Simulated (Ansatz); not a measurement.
**ClF, singlet: vertical spin and charge gaps**

Geometry (PBE0/def2-TZVP stationary point for this spin):

```xyz
2

F     0.0000    0.0000    0.0000
Cl    0.0000    0.0000    1.6197
```

Basis 6-31G; Ansatz 0.2.0. Only valence electrons are correlated (noble-gas cores frozen). R marks a restricted (for open shells ROHF) determinant, U an unrestricted one. Active spaces: valence = (14e, 8o) chosen from the atoms' valence shells.

Gaps are energies of the second state less the first, at fixed atoms, for a selection of the levels run; each method lands on the state that its own search finds for that charge and spin.

Problem. PBE gives 12.357 eV for removing an electron, to the doublet. Estimate what full CI gives in 6-31G.

Solution. Full CI in 6-31G gives 12.217 eV, so against it PBE is off by 0.140 eV, of which a good part can be the reference's own basis and frozen-core error.

```
                 level  gap (eV)  error (meV)
                   RHF    12.473          256
                  UMP2    12.628          411
                  CISD    12.340          123
                 RCCSD    12.293           76
                CISDTQ    12.222            5
             RCCSDT(Q)    12.217            0
MRCISD (valence space)    12.179          -38
                r2SCAN    12.652          435
                  PBE0    12.785          568
                B2PLYP    12.554          337
```

Problem. PBE gives 3.189 eV for triplet less singlet. Estimate what full CI gives in 6-31G.

Solution. Full CI in 6-31G gives 3.696 eV, so against it PBE is off by -0.507 eV, of which a good part can be the reference's own basis and frozen-core error.

| level | gap (eV) | error (meV) |
| --- | --- | --- |
| RCCSD | 3.698 | 2 |
| UCCSD(T) | 3.704 | 8 |
| BCCD(T) | 3.701 | 5 |
| CISDTQ | 3.696 | 0 |
| RCCSDT(Q) | 3.696 | 0 |
| UCCSDTQ | 3.696 | 0 |
| NEVPT2 (valence space) | 3.801 | 105 |
| MRCISD+Q (valence space) | 3.758 | 62 |
| r2SCAN | 3.218 | -478 |

In so small a basis the reference is far from its limit while semilocal and hybrid functionals are nearer theirs (RPA and double hybrids share part of the reference's basis error), so the functionals' errors here hold much of the reference's basis and frozen-core error, which can add to them or hide them. The set has no polarisation functions, which weighs most on the reference.

Full CI is exact within this basis and frozen core; it isn't the basis-set limit. The frozen core follows each run's orbitals, which can shift R against U totals by a few meV.
